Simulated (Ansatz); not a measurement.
[Cl···H···N], quartet: reading a ladder of total energies

Geometry: a point of a hydrogen-transfer path between rigid fragments, not a stationary point.

```xyz
3

Cl    0.0000    0.0000   -1.4143
H     0.0000    0.0000   -0.1355
N     0.0000    0.0000    1.5497
```

Basis cc-pVTZ; Ansatz 0.2.0. Only valence electrons are correlated (noble-gas cores frozen), which leaves 13 electrons in 72 orbitals. R marks a restricted (for open shells ROHF) determinant, U an unrestricted one.

Full CI isn't at hand for all of this; UCCSDT(Q) serves as the reference, and is uncertain by about the last step of the cluster series.

Runs differ by some tens of microhartree through their thresholds and, for an open shell, their frozen cores, so steps under 0.03 kcal/mol mean nothing.

```csv
level,total energy (hartree)
UHF,-514.494073
UMP2,-514.798879
UCCSD,-514.833825
UCCSD(T),-514.844651
UCCSDT,-514.845529
UCCSDT(Q),-514.845923
```

Question: What is the correlation energy at UCCSDT(Q), and what share of it do UMP2 and UCCSD recover?

Answer: E(corr) = -514.845923 − (-514.494073) = -0.351850 hartree = -9.574 eV. UMP2: -0.304806 / -0.351850 = 86.63 %. UCCSD: -0.339752 / -0.351850 = 96.56 %.

Question: By how many kcal/mol does UCCSD(T) miss UCCSDT(Q) (1 hartree = 627.509 kcal/mol), and which steps make up the rest?

Answer: -514.844651 − (-514.845923) = 0.001272 hartree = 0.80 kcal/mol. Steps: UCCSDT − UCCSD(T) = -0.55, UCCSDT(Q) − UCCSDT = -0.25 kcal/mol. That is within 1 kcal/mol of the reference in this basis, which itself misses far more of the correlation at the basis-set limit.
